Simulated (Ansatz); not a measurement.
A made-up structure of CH$_{3}$SSi (charge +1), singlet:

Si1  (-0.861, 0.400, -0.798)
C2  (0.268, -0.318, 0.265)
S3  (1.190, -1.221, 1.160)
H4  (-0.038, -0.270, 1.278)
H5  (-0.424, 0.635, -2.181)
H6  (1.983, -0.295, 1.785)
(Å)

It is relaxed with PBE-D4/def2-SVP and then PBE0-D4/def2-TZVP (Ansatz 0.2.0). Atoms count as bonded within 1.22 times the sum of their covalent radii (H–H: 0.88 Å). The end point is not checked to be a true minimum.

Does its bonding change? (Judge from chemistry; the calculation decides.)

Computed: Yes. Formed: none; broken: S3–H4.

Where it ends: The first stage lowers the energy by 3.41 eV in 10 steps. It ends as CH₃SSi ([SiH][CH][SH]), total charge +1:
Si1  (-1.111, -0.237, -0.941)
C2  (0.204, -0.214, 0.375)
S3  (1.371, -1.282, 0.815)
H4  (0.054, 0.639, 1.050)
H5  (-0.225, 0.710, -1.732)
H6  (1.824, -0.685, 1.941)
(Å)

Labels in which every atom is bracketed show which atoms are joined, not bond orders.

For scale, one of the runs: PBE0-D4/def2-TZVP relaxation, 123 basis functions, launched by `ansatz run in.yaml --threads 2 --pin off --events-out ev --progress --plain --max-ram 4352MiB`. Hardware: 2 CPU threads of an Intel Xeon Platinum 8259CL, shared host. Wall time about 28 s.
